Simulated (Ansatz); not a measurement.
The input, for Ansatz 0.2.0:

```yaml
crystal:
  periodic: [false, false, false]
  atoms:
    - {symbol: Ge, position_ang: [-0.001634, -0.002952, 0.002959]}
    - {symbol: H, position_ang: [0.559669, 1.030973, 1.035550]}
    - {symbol: H, position_ang: [-0.447230, -0.808103, 0.810022]}
    - {symbol: H, position_ang: [-0.560858, 1.027865, -1.033859]}
    - {symbol: H, position_ang: [0.566149, -1.038005, -1.024949]}
basis:
  gaussian: {orbitals: def2-mTZVP}
total_charge: 1
magnetization: {spin_polarized: false, initial_magnetization: 1}
hamiltonian: {xc: hf, pseudopotentials: {relativity: none}}
output: {orbitals: {seedname: orbitals}}
```

```sh
$ ansatz run in.yaml --threads 1 --pin off --events-out ev --progress --plain --max-ram 2393MiB
```

The program prints:

```
486 factors; integrals over basis functions are off by at most 8.1e-4 eV
mean field evaluation 1: about -56522.7478 eV, gradient 9.0e0 eV
mean field evaluation 2: about -56522.7479 eV, gradient 9.0e0 eV
mean field evaluation 4: about -56523.1743 eV, gradient 1.7e0 eV
mean field evaluation 8: about -56523.1843 eV, gradient 2.3e-2 eV
mean field evaluation 16: about -56522.9876 eV, gradient 3.0e0 eV
mean field evaluation 32: about -56521.7359 eV, gradient 9.6e0 eV
mean field evaluation 64: about -56521.1123 eV, gradient 6.3e0 eV
mean field -56523.18429467 eV, -2077.1887100388 hartree, gradient 1.6e-5 eV, S^2 0.750000; 0 other end points of the search recorded, 0 dependent functions left out
reference -56523.18429467 eV, -2077.1887100388 hartree; 18, 17 occupied and 30, 31 virtual orbitals, 486 factors
Total energy: -56523.18429467 eV, -2077.1887100388 hartree
```

Ran on 1 thread of Arm Neoverse V2, shared host: 0.54 s wall, 0.08 GiB peak host memory.
